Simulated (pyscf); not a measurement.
HS–GeH₃ + H atom (H•) → •S–GeH₃ + hydrogen (H₂), a hydrogen abstraction (doublet surface; H–S broken, H–H formed). Single points on ωB97X-D3(BJ)/def2-SVP structures (PySCF, gas phase). Energies in eV from the separated reactants.

Small-basis levels: PySCF, no dispersion term, spherical d functions. Open shells are spin-unrestricted. 

**Question.** Quick MP2/6-31G*+LANL2DZ single points give ΔE‡ = 0.36 eV and ΔE = -0.55 eV. What does ωB97M-D3(BJ)/def2-TZVP give, and how far is the quick result from it?

**Answer.** ωB97M-D3(BJ)/def2-TZVP gives ΔE‡ = 0.15 eV and ΔE = -0.63 eV. MP2/6-31G*+LANL2DZ lies 0.21 eV over it in the barrier and 0.07 eV over it in the reaction energy, so on this step it does not hold to within 0.13 eV. ωB97M-D3(BJ)/def2-TZVP has limits of its own. •S–GeH₃ lies 0.36 eV over its isomer HS–GeH₂• (electronic energy, ωB97M-D3(BJ)/def2-TZVP). One saddle was located; it need not be the lowest between these sides. The angle at the transferred H is 173°. In the def2 sets elements up to Kr have no core potential.
